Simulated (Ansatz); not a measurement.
# PHO2 (singlet): wave-function methods side by side, cc-pVDZ

An exercise on one series of results from a longer session: the logs are not shown, and one member is left open.

Computed with Ansatz 0.2.0, Gaussian basis. Level: cc-pVDZ, core rule «outside noble gas», up to 7 orbitals frozen.

Plan: UHF; CCSD(T) on RHF; BCCD(T) on RHF; CISD; CCSDT(Q) on RHF; CASSCF and MRCISD+Q, 14 electrons in 11 orbitals; CASSCF and NEVPT2, 14 electrons in 11 orbitals.

9 further runs of the same task are left out: 4 that didn't finish, 5 set aside as unsound or not needed.

## The geometry

The geometry is a PBE0/def2-TZVP stationary point (not a proven minimum).

4 atoms, charge 0, spin multiplicity 1.

Atoms are counted from 1 here; the program's logs count them from 0.

Bond lengths: P1–O2 1.451 Å, P1–O3 1.451 Å, P1–H4 1.406 Å. Angles: O2–P1–O3 134.8°, O2–P1–H4 112.6°, O3–P1–H4 112.6°.

Set-up of the first run:

in.yaml reads:

```yaml
crystal:
  periodic: [false, false, false]
  atoms:
    - {symbol: P, position_ang: [0.000000, -0.256906, 0.000000]}
    - {symbol: O, position_ang: [0.000000, 0.301050, -1.339554]}
    - {symbol: O, position_ang: [0.000000, 0.301050, 1.339554]}
    - {symbol: H, position_ang: [0.000000, -1.662674, 0.000000]}
basis:
  gaussian: {orbitals: cc-pVDZ}
magnetization: {spin_polarized: true, initial_magnetization: 0}
hamiltonian: {xc: hf}
output: {orbitals: {seedname: orbitals}}
```

Launch:

```bash
$ ansatz run in.yaml --threads 1 --pin off --events-out ev --progress --plain --max-ram 2393MiB
```

Steps of the session up to this table: UHF; CCSD(T) on RHF; BCCD(T) on RHF; CISD; CCSDT(Q) on RHF; CASSCF and MRCISD+Q, 14 electrons in 11 orbitals; CASSCF and NEVPT2, 14 electrons in 11 orbitals.

One of the session's tables, all rows but one given; the rest of the session is left out.

```
          method  from RCCSDT(Q) (kJ/mol)
             RHF                  +1360.8
            RMP2                    +65.3
            CISD                   +195.0
           RCCSD                    +52.5
        RCCSD(T)                     +8.2
         BCCD(T)                     +7.3
          RCCSDT                     +6.4
       RCCSDT(Q)                        0
  CASSCF valence                   +968.9
  NEVPT2 valence                        ?
  MRCISD valence                    +90.9
MRCISD+Q valence                    +13.5
```

**Question.** Estimate the row for NEVPT2 valence.

As computed: from RCCSDT(Q) (kJ/mol): +140.3. In the column «from RCCSDT(Q) (kJ/mol)» it lies between MRCISD valence (+90.9) and CISD (+195.0).

With the free atoms at the same levels and basis (separate runs), the atomisation energy is 11.960 eV at RCCSDT(Q), 11.895 eV at RCCSD(T), 6.525 eV at RHF.
